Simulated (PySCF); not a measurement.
Unknown: peak-picked proton spectrum

Formula C₄H₅N. The spectrum was simulated from the full spin Hamiltonian at 700 MHz with 0.6 Hz Lorentzian lines, from shifts rounded to 0.01 ppm and J to 0.1 Hz, couplings under 1 Hz left out.

Maxima in Hz from TMS (height), grouped by integral:
1H: 4182.6 (7), 4180.7 (22), 4179.2 (26), 4178.8 (26), 4177.4 (23), 4175.4 (8)
1H: 4099.3 (7), 4097.9 (9), 4096.9 (21), 4095.5 (22), 4094.5 (22), 4093.1 (21), 4092.1 (9), 4090.7 (7)
3H: 1381.2 (79), 1379.2 (100), 1378.8 (100), 1376.9 (79)

Calculated, not measured (PySCF): geometry from PBE0-D3(BJ)/def2-SVP, J: B3LYP/pcJ-1 (spin–dipole term only in couplings to heteroatoms), shielding tensors at B97-2/pcSseg-2 (GIAO). Non-relativistic Hamiltonian, one averaged value for each set of equivalent atoms, one conformer, isolated molecule.

Shifts are taken against calculated references (same method and geometry level): ¹H vs TMS.

Q: Analyse the multiplets.

A: ¹H NMR (700 MHz, computed): δ 5.97 (quint, J = 1.8 Hz, 1H), 5.85 (qd, J = 2.4, 1.4 Hz, 1H), 1.97 (t, J = 2.1 Hz, 3H). These are first-order names from the parameters used; overlap and second-order distortion can hide them in the list.

Q: What is the compound?

A: SMILES C=C(C)C#N.

Structure with atom numbers: `[CH2:1]=[C:2]([CH3:3])[C:4]#[N:5]`. Hydrogens are named by the atom that carries them. Ha(C1) is cis to C3; Hb(C1) is trans to C3.

- δ 5.97: Hb(C1), hydrogen on a terminal =CH2 carbon, coupled to H(C3) and Ha(C1) (1.8 Hz).
- δ 5.85: Ha(C1), hydrogen on a terminal =CH2 carbon, coupled to H(C3) (2.4 Hz), Hb(C1) (1.4 Hz).
- δ 1.97: H(C3), hydrogen on an allylic methyl carbon, coupled to Ha(C1) and Hb(C1) (2.1 Hz).

The data come from this structure; uniqueness wasn't tested.

Multiplet labels drop couplings under 1 Hz and merge nearly equal ones.
